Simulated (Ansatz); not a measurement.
A run of Ansatz (development build ahead of 0.2.0) on singlet NaH₂O(+) at this shape:

```xyz
4

Na   -0.0360    0.0300   -1.1156
O    -0.0050    0.0310    1.0503
H     0.0472    0.7538    1.6954
H    -0.0197   -0.7331    1.7166
```

Its results:

```json
{"Converged": "yes", "Reference energy": "-234.80927 hartree", "Correlation energy": "-0.07986 hartree", "Total energy": "-234.88913 hartree", "Spin squared of the determinant": "0.000"}
```

(1) Which input gives this output? Name the method, the orbitals and the basis set, and write the input.

## Answers

(1) RHF-MP2 in STO-3G. An unrestricted run that stays on the closed shell gives the same numbers.

```yaml
crystal:
  periodic: [false, false, false]
  atoms:
    - { symbol: Na, position_ang: [-0.03601, 0.02996, -1.11556] }
    - { symbol: O, position_ang: [-0.005, 0.03097, 1.05035] }
    - { symbol: H, position_ang: [0.04723, 0.75383, 1.69537] }
    - { symbol: H, position_ang: [-0.01967, -0.73311, 1.71657] }
basis:
  gaussian: { orbitals: STO-3G }
total_charge: 1
hamiltonian:
  xc: hf
correlation:
  method: mp2
  frozen_orbitals: { H: 0, Na: 1, O: 1 }
```
